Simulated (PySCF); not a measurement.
Gas-phase reaction: SiCl + HCl ⇌ SiHCl + Cl

Method: PySCF energies plus ideal-gas RRHO corrections (1 bar). † marks an energy on the PBE0/def2-TZVP geometry and frequencies; other levels use their own. CCSD(T) freezes the core. 6-31G* has spherical d functions here. Open shells (unrestricted): SiCl (multiplicity 2), Cl (multiplicity 2); the rest are closed-shell singlets. Spin-orbit splitting is ignored; it lowers the true energy and changes the entropy of SiCl, Cl. B3LYP is the form with VWN-RPA correlation. SiHCl: computed as isolated molecules; such fragments, hydroxides, amides, oligomers or adducts are transient or little studied in the gas. CCSD(T) isn't extrapolated to the basis-set limit.

B3LYP/6-31G* gives ΔH°(298 K) = 106 kJ.

Q: What do LDA/def2-TZVP†, BLYP/def2-TZVP†, CCSD(T)/def2-TZVPP† give?

A: LDA/def2-TZVP†: 157 kJ; BLYP/def2-TZVP†: 123 kJ; CCSD(T)/def2-TZVPP†: 120 kJ. For scale, ΔH°(298 K) is 106 kJ at this level, 120 kJ at ωB97M-V/def2-TZVP†, and runs from 66 to 157 kJ over the 20 levels computed († marks an energy on the PBE0/def2-TZVP geometry).
